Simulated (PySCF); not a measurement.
**A series of derivatives of N#Cc1ccccc1**

Parent skeleton `[N:1]#[C:2][c:3]1[cH:4][cH:5][cH:6][cH:7][cH:8]1`; one hydrogen on atom 5 is replaced by X. Hydrogens on one atom are averaged.

PySCF calculation with GFN2-xTB geometry and shielding tensors at PBE0/pcSseg-1 (GIAO); single conformer, non-relativistic, gas phase.

Chemical shifts δ = σref − σ; 15N (σ = 267.73 ppm) vs NH3; 13C (σ = 186.93 ppm) and 1H (σ = 31.72 ppm) against TMS, all at this level.

Parent (X = H): N1 316.5, C2 124.5, C3 117.8, C4 140.0, C5 134.5, C6 137.7, C7 134.5, C8 140.0, H(C4) 8.00 ppm. Effects are Δδ = δ(X) − δ(H), positive for deshielding.

(1) Give Δδ (ppm) for X = N=CH2, Cl, SH, OSiH3.

(2) Which position responds most, and to which substituents?

Results:

(1) 
| X | SMILES | N1 | C2 | C3 | C4 | C5 | C6 | C7 | C8 | H(C4) |
| --- | --- | --- | --- | --- | --- | --- | --- | --- | --- | --- |
| N=CH2 | C=Nc1cccc(C#N)c1 | -0.4 | -0.1 | +0.6 | -5.7 | +23.4 | -13.7 | +1.2 | -4.0 | -0.26 |
| Cl | N#Cc1cccc(Cl)c1 | +2.5 | -1.0 | +1.4 | +0.2 | +12.9 | +1.2 | +1.2 | -2.5 | -0.08 |
| SH | N#Cc1cccc(S)c1 | +0.7 | -0.5 | +0.8 | -3.3 | +10.7 | -4.1 | +0.4 | -5.4 | -0.43 |
| OSiH3 | N#Cc1cccc(O[SiH3])c1 | -0.5 | -0.4 | +0.5 | -16.1 | +28.1 | -7.4 | +1.9 | -7.7 | -0.89 |

(2) C5: from +10.7 ppm with SH to +28.1 ppm with OSiH3.

Experimental scales use liquid or dissolved standards, which lie at an offset from isolated NH3 (liquid NH3: subtract about 20 ppm). Unscaled 15N shifts of sp2 nitrogen often come out too high even then, by a few to some tens of ppm.
